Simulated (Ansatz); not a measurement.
# [HO2]− (hydroperoxide(1-)) at BCCD(T)/def2-TZVPPD

Aim: the energy change on altering one bond length of [HO2]− (hydroperoxide(1-)) at BCCD(T)/def2-TZVPPD, from 2 runs. 

Program for the calculation: Ansatz 0.2.0.

2 further runs of the same task are left out: 2 set aside as unsound or not needed.

**1. The molecule**

The species is [HO2]− (3 atoms), meant as a singlet with charge -1. As SMILES, `[O-]O`. Geometry: relaxed at PBE0-D4/def2-TZVPD.

Bond lengths: O1–O2 1.479 Å, O2–H3 0.961 Å. Angles: O1–O2–H3 100.1°.

**2. A single-point energy at BCCD(T)/def2-TZVPPD**

Input file job.yaml:

```yaml
crystal:
  periodic: [false, false, false]
  atoms:
    - {symbol: O, position_ang: [-0.357760, 1.025590, -0.080830]}
    - {symbol: O, position_ang: [-0.242260, -0.445880, -0.180750]}
    - {symbol: H, position_ang: [0.600030, -0.579720, 0.261570]}
basis:
  gaussian:
    orbitals: def2-TZVPPD.json
total_charge: -1
correlation:
  method: bccd_t
  frozen_orbitals: {H: 0, O: 1}
accuracy: high
scf:
  omitted_lower_state_checks: [cluster_reference, increment]
```

The basis set def2-TZVPPD is read from a file made from the Basis Set Exchange's data (not shown).

Command:

```
$ ansatz run job.yaml --threads 1 --pin off --max-ram 3480MiB --events-out events.jsonl --progress --plain --runs-dir runs
```

Log:

```text
Warning: RAYON_NUM_THREADS=1 ignored (pool sized by the plan → 1); use --threads N
Functional definition: HF
  name "HF"
  exchange = exact_x
  correlation = 0
these checks for a lower state are left out or cut short: cluster_reference, increment
1485 factors; integrals over basis functions are off by at most 3.9e-9 eV
mean field evaluation 1: about -4085.9639 eV, gradient 3.0e1 eV
mean field evaluation 2: about -4085.9672 eV, gradient 3.0e1 eV
mean field evaluation 4: about -4087.7898 eV, gradient 3.2e0 eV
mean field evaluation 8: about -4087.8288 eV, gradient 2.1e-1 eV
mean field -4087.82926430 eV, -150.2249546327 hartree, gradient 3.4e-8 eV, S^2 0.000000; 0 other end points of the search recorded, 0 dependent functions left out
2 core orbitals not correlated: weight in the atoms' cores, before any rotation towards them, 1.000 or more for the frozen orbitals, at most 0.000 for the correlated occupied ones
reference -4087.82926430 eV, -150.2249546327 hartree; 7, 7 occupied and 88, 88 virtual orbitals, 1485 factors
second order -13.82112835 eV of doubles, -0.00000000 eV of singles
cycle   1  -13.37893047 eV  change    4.4e-1 eV  update   1.1e-1
cycle   2  -13.75854522 eV  change   -3.8e-1 eV  update   3.8e-2
cycle   3  -13.86792904 eV  change   -1.1e-1 eV  update   2.2e-2
cycle   4  -13.84519558 eV  change    2.3e-2 eV  update   8.3e-3
cycle   5  -13.83483995 eV  change    1.0e-2 eV  update   3.3e-3
cycle   6  -13.83487318 eV  change   -3.3e-5 eV  update   1.5e-3
cycle   7  -13.83478796 eV  change    8.5e-5 eV  update   6.5e-4
cycle   8  -13.83449494 eV  change    2.9e-4 eV  update   3.4e-4
cycle   9  -13.83443106 eV  change    6.4e-5 eV  update   1.6e-4
cycle  10  -13.83457825 eV  change   -1.5e-4 eV  update   7.0e-5
cycle  11  -13.83449255 eV  change    8.6e-5 eV  update   3.9e-5
cycle  12  -13.83452819 eV  change   -3.6e-5 eV  update   1.7e-5
cycle  13  -13.83452905 eV  change   -8.6e-7 eV  update   8.9e-6
cycle  14  -13.83452504 eV  change    4.0e-6 eV  update   4.4e-6
cycle  15  -13.83452934 eV  change   -4.3e-6 eV  update   2.5e-6
cycle  16  -13.83452879 eV  change    5.5e-7 eV  update   8.8e-7
cycle  17  -13.83452874 eV  change    4.5e-8 eV  update   5.3e-7
cycle  18  -13.83452879 eV  change   -4.8e-8 eV  update   2.4e-7
cycle  19  -13.83452871 eV  change    8.4e-8 eV  update   1.5e-7
cycle  20  -13.83452865 eV  change    5.6e-8 eV  update   9.0e-8
cycle  21  -13.83452862 eV  change    2.6e-8 eV  update   5.9e-8
cycle  22  -13.83452865 eV  change   -2.2e-8 eV  update   4.1e-8
cycle  23  -13.83452899 eV  change   -3.5e-7 eV  update   1.3e-7
cycle  24  -13.83452894 eV  change    4.9e-8 eV  update   3.9e-8
cycle  25  -13.83452896 eV  change   -1.7e-8 eV  update   2.1e-8
cycle  26  -13.83452897 eV  change   -7.9e-9 eV  update   9.3e-9
cycle  27  -13.83452897 eV  change    1.7e-9 eV  update   4.6e-9
cycle  28  -13.83452896 eV  change   9.3e-10 eV  update   2.3e-9
cycle  29  -13.83452896 eV  change  -6.5e-10 eV  update  9.3e-10
perturbative correction -0.64310119 eV, -0.0236335328 hartree
Total energy: -4102.30689445 eV, -150.7569977276 hartree
Checks for a lower state left out: cluster_reference, increment
```

Wall time 9.9 s (1 thread of Arm Neoverse V2, shared host); peak memory 0.66 GiB.

**3. The distorted shape at the same level**

Input file run.yaml:

```yaml
crystal:
  periodic: [false, false, false]
  atoms:
    - {symbol: O, position_ang: [-0.392411, 1.467044, -0.050853]}
    - {symbol: O, position_ang: [-0.242260, -0.445880, -0.180750]}
    - {symbol: H, position_ang: [0.600030, -0.579720, 0.261570]}
basis:
  gaussian:
    orbitals: def2-TZVPPD.json
total_charge: -1
magnetization:
  spin_polarized: false
  initial_magnetization: 0
correlation:
  method: bccd_t
  frozen_orbitals: {H: 0, O: 1}
accuracy: high
scf:
  omitted_lower_state_checks: [cluster_reference, increment]
```

The basis set def2-TZVPPD is read from a file made from the Basis Set Exchange's data (not shown).

Command:

```
$ ansatz run run.yaml --threads 1 --pin off --max-ram 3480MiB --events-out events.jsonl --progress --plain --runs-dir runs
```

Log:

```text
Warning: RAYON_NUM_THREADS=1 ignored (pool sized by the plan → 1); use --threads N
Functional definition: HF
  name "HF"
  exchange = exact_x
  correlation = 0
these checks for a lower state are left out or cut short: cluster_reference, increment
1442 factors; integrals over basis functions are off by at most 3.9e-9 eV
mean field evaluation 1: about -4084.8174 eV, gradient 2.4e1 eV
mean field evaluation 2: about -4084.8214 eV, gradient 2.4e1 eV
mean field evaluation 4: about -4086.5236 eV, gradient 4.3e0 eV
mean field evaluation 8: about -4086.6635 eV, gradient 5.0e-1 eV
mean field evaluation 16: about -4086.6659 eV, gradient 6.9e-8 eV
mean field -4086.66589063 eV, -150.1822014391 hartree, gradient 6.9e-8 eV, S^2 0.000000; 0 other end points of the search recorded, 0 dependent functions left out; unrestricted orbitals would lower it
2 core orbitals not correlated: weight in the atoms' cores, before any rotation towards them, 1.000 or more for the frozen orbitals, at most 0.000 for the correlated occupied ones
reference -4086.66589063 eV, -150.1822014391 hartree; 7, 7 occupied and 88, 88 virtual orbitals, 1442 factors
second order -13.70375419 eV of doubles, -0.00000000 eV of singles
cycle   1  -13.11308022 eV  change    5.9e-1 eV  update   1.7e-1
cycle   2  -13.73054490 eV  change   -6.2e-1 eV  update   1.1e-1
cycle   3  -13.99500320 eV  change   -2.6e-1 eV  update   5.6e-2
cycle   4  -14.04796965 eV  change   -5.3e-2 eV  update   3.1e-2
cycle   5  -13.96893344 eV  change    7.9e-2 eV  update   1.0e-2
cycle   6  -13.98703115 eV  change   -1.8e-2 eV  update   5.4e-3
cycle   7  -13.99108458 eV  change   -4.1e-3 eV  update   2.3e-3
cycle   8  -13.98750969 eV  change    3.6e-3 eV  update   1.1e-3
cycle   9  -13.98675686 eV  change    7.5e-4 eV  update   4.9e-4
cycle  10  -13.98736273 eV  change   -6.1e-4 eV  update   2.7e-4
cycle  11  -13.98689656 eV  change    4.7e-4 eV  update   1.8e-4
cycle  12  -13.98685466 eV  change    4.2e-5 eV  update   1.4e-4
cycle  13  -13.98698201 eV  change   -1.3e-4 eV  update   1.1e-4
cycle  14  -13.98686813 eV  change    1.1e-4 eV  update   7.2e-5
cycle  15  -13.98697851 eV  change   -1.1e-4 eV  update   4.7e-5
cycle  16  -13.98703451 eV  change   -5.6e-5 eV  update   2.1e-5
cycle  17  -13.98700652 eV  change    2.8e-5 eV  update   1.1e-5
cycle  18  -13.98701124 eV  change   -4.7e-6 eV  update   6.4e-6
cycle  19  -13.98701500 eV  change   -3.8e-6 eV  update   3.0e-6
cycle  20  -13.98701099 eV  change    4.0e-6 eV  update   1.5e-6
cycle  21  -13.98701056 eV  change    4.4e-7 eV  update   7.0e-7
cycle  22  -13.98701125 eV  change   -6.9e-7 eV  update   3.3e-7
cycle  23  -13.98701115 eV  change    1.0e-7 eV  update   1.9e-7
cycle  24  -13.98701098 eV  change    1.7e-7 eV  update   1.1e-7
cycle  25  -13.98701109 eV  change   -1.1e-7 eV  update   6.1e-8
cycle  26  -13.98701017 eV  change    9.2e-7 eV  update   2.1e-7
cycle  27  -13.98701041 eV  change   -2.4e-7 eV  update   8.7e-8
cycle  28  -13.98701029 eV  change    1.2e-7 eV  update   4.3e-8
cycle  29  -13.98701023 eV  change    5.8e-8 eV  update   2.8e-8
cycle  30  -13.98701024 eV  change   -1.1e-8 eV  update   1.4e-8
cycle  31  -13.98701025 eV  change   -4.3e-9 eV  update   6.8e-9
cycle  32  -13.98701025 eV  change   -1.3e-9 eV  update   4.2e-9
cycle  33  -13.98701025 eV  change   -3.0e-9 eV  update   2.9e-9
cycle  34  -13.98701025 eV  change   -1.0e-9 eV  update   2.1e-9
cycle  35  -13.98701025 eV  change    1.6e-9 eV  update   1.4e-9
perturbative correction -0.87107876 eV, -0.0320115541 hartree
Total energy: -4101.52397965 eV, -150.7282261392 hartree
Checks for a lower state left out: cluster_reference, increment
```

It took 11 s on 1 thread of Arm Neoverse V2, shared host; peak memory 0.65 GiB.

**4. Summary of results**

At BCCD(T)/def2-TZVPPD, 2 core orbitals frozen:

| quantity | value |
| --- | --- |
| first shape: total energy | -150.75700 Eh |
| first shape: correlation energy (2 core orbitals frozen) | -532.0 mEh |
| first shape: (T) correction | -23.63 mEh |
| distorted shape: total energy | -150.72823 Eh |
| distorted shape: correlation energy (2 core orbitals frozen) | -546.0 mEh |
| distorted shape: (T) correction | -32.01 mEh |
| energy change with the O1–O2 bond stretched from 1.479 to 1.923 Å | 0.783 eV |

With the O1–O2 bond stretched from 1.479 to 1.923 Å the energy rises by 0.78 eV (75.5 kJ/mol). The first shape isn't relaxed at this level, so the change isn't measured from a minimum. The triples (first shape) make up 4.4 % of the correlation energy. The restricted solution (distorted shape) is unstable to spin breaking: an unrestricted one lies lower. The triples (distorted shape) make up 5.9 % of the correlation energy.
